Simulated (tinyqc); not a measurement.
Stretching all distances: RHF, UHF, MP2, CISD and CCSD against full CI in the sto-3g basis, for BH3, spin multiplicity 1. Computed by the program tinyqc with PySCF. 

Geometry (angstrom):
```
atom        x        y       z
B      0.0000   0.0000  0.0420
H      1.1350   0.0000  0.0000
H     -0.5670   0.9830  0.0000
H     -0.5670  -0.9830  0.0000
```

All coordinates are multiplied by the scale. c0^2 is the weight of the RHF determinant in the lowest singlet FCI state (UHF is spin-contaminated and may lie near states of higher spin) and n(LUMO) the first natural occupation beyond the occupied space.

Full CI energy (hartree) and errors against it (kcal/mol):
```
scale   distance 1-2 (angstrom)      E(FCI)       RHF      UHF      MP2     CISD     CCSD  <S^2> UHF    c0^2  n(LUMO)
0.9900                   1.1244  -26.115434   30.0525  30.0525   9.1413   0.6648   0.1928     0.0000  0.9731   0.0166
1.1600                   1.3175  -26.096985   41.7113  41.7113  13.8872   1.4700   0.3788     0.0000  0.9536   0.0335
1.3400                   1.5219  -26.000677   59.5921  59.5921  21.5676   3.5229   0.9227     0.0000  0.9165   0.0690
1.5200                   1.7264  -25.882672   84.4101  84.2749  32.9141   8.1271   2.4226     0.1016  0.8521   0.1389
1.6900                   1.9195  -25.779795  115.0522  85.3159  47.8609  16.5184   5.8743     1.2871  0.7561   0.2598
1.8700                   2.1239  -25.696460  155.0433  65.3588  68.2772  31.0180  13.2483     1.7762  0.6150   0.4642
```

UHF parts from RHF first at scale 1.52 of those listed, where <S^2> leaves zero. The weight c0^2 goes from 0.97 to 0.62 and n(LUMO) from 0.02 to 0.46: static correlation grows as the bonds break into open-shell fragments. The spread of the error along the curve, which distorts its shape, is CCSD 13.1, CISD 30.4, UHF 55.3, MP2 59.1, RHF 125.0 kcal/mol. The table stops here: at scale 2.04 and beyond, the reference weight falls under 0.45 or RHF, UHF or CCSD hop between solutions, so those rows were left out and the spreads given cover only the rows shown. As computed, partly on other solutions, the errors there reach in size RHF 275, UHF 48, MP2 101, CISD 90, CCSD 57 kcal/mol.
